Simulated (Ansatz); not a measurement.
Geometry optimisation, RKS PBE/def2-SVP in Ansatz 0.2.0.

Input file:

```yaml
crystal:
  periodic: [false, false, false]
  atoms:
    - { symbol: Si, position_ang: [-0.138839, 0.170707, 0.072582] }
    - { symbol: O, position_ang: [-0.113054, 0.2213, 1.756237] }
    - { symbol: H, position_ang: [-0.92949, -0.099967, 2.180292] }
    - { symbol: H, position_ang: [1.281105, 0.258446, -0.401233] }
    - { symbol: H, position_ang: [-0.887589, 1.355685, -0.495855] }
    - { symbol: H, position_ang: [-0.798661, -1.074874, -0.460379] }
    - { symbol: H, position_ang: [1.240727, -1.976977, 0.854077] }
    - { symbol: H, position_ang: [1.076201, -1.62372, 1.46218] }
basis:
  gaussian: { orbitals: def2-SVP }
hamiltonian:
  xc: pbe
relax:
  f_tol: 0.03
  max_steps: 50
```

Launched with:

```bash
$ ansatz run input.yaml --threads 1 --pin off --max-ram 2048MiB --backend cpu --events-out ev --progress --plain --runs-dir out
```

Problem. Where does it end, and by what steps?

Solution. It converged. The force dipped under the threshold on the way, but the program's further checks kept it going. After 16 steps the energy has fallen by 0.204 eV; H7 moved furthest, 1.49 Å.

```tsv
step	energy less start (eV)	largest force component (eV/Å)	accepted
0	0.0000	1.525	yes
1	-0.1142	0.122	yes
2	-0.1508	0.133	yes
3	-0.1694	0.176	yes
4	-0.1752	0.225	yes
5	-0.1867	0.145	yes
6	-0.1931	0.026	yes
7	-0.1874	0.690	no
8	-0.1968	0.041	yes
9	-0.1978	0.263	yes
10	-0.2003	0.101	yes
11	-0.2022	0.054	yes
12	-0.2028	0.135	yes
13	-0.2034	0.079	yes
14	-0.2038	0.063	yes
15	-0.2040	0.027	yes
16	-0.2040	0.020	yes
```

```xyz
8
Properties=species:S:1:pos:R:3
Si -0.331 0.487 -0.199
O 0.112 -0.029 1.346
H -0.625 -0.303 1.918
H 0.948 0.853 -0.885
H -1.239 1.690 -0.148
H -1.040 -0.591 -0.981
H 1.593 -2.782 2.063
H 1.312 -2.095 1.854
```

Whether the end is a true minimum wasn't checked by a vibrational analysis.

The run took 29 s on 1 thread of Intel(R) Xeon(R) Platinum 8259CL CPU @ 2.50GHz (Skylake/Cascade Lake), with other jobs on the host, peak memory 0.12 GiB.
